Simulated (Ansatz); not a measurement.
CH3FS (`FCS`). The species carries charge 0 and has multiplicity 1.

```xyz
6

F     0.9214   -1.1706    0.3434
C     0.0115   -0.1457    0.4514
S    -0.8646    0.1773   -1.0742
H     0.5423    0.7450    0.7882
H    -0.7461   -0.4306    1.1845
H     0.1355    0.8246   -1.6932
```

Question: List the harmonic frequencies (cm⁻¹, unscaled) at PBE0-D4/def2-TZVP in Ansatz. (Best estimate.)

Answer: The calculation gave: 295, 382, 731, 811, 1047, 1078, 1268, 1357, 1473, 2711, 3081, 3147.

Question: Is this a minimum?

Answer: Yes, all 12 modes are real.

Question: Give the ideal-gas thermochemistry at 298.15 K and 1 bar (rigid rotor, harmonic oscillator; point group C1, symmetry number 1).

Answer: Zero-point energy 104.0 kJ/mol; H(298) − E = 116.5 kJ/mol; entropy 271.6 J/(mol·K), of which translation 161.1, rotation 97.3, vibration 13.2; G(298) − E = 35.6 kJ/mol.

Question: And at 400, 500, 600, 800 and 1000 K?

Answer: 
| T (K) | H − E (kJ/mol) | S (J/mol/K) | G − E (kJ/mol) |
| --- | --- | --- | --- |
| 400 | 122.9 | 289.8 | 7.0 |
| 500 | 130.0 | 305.7 | -22.8 |
| 600 | 138.0 | 320.3 | -54.1 |
| 800 | 155.9 | 346.0 | -120.8 |
| 1000 | 175.8 | 368.1 | -192.3 |
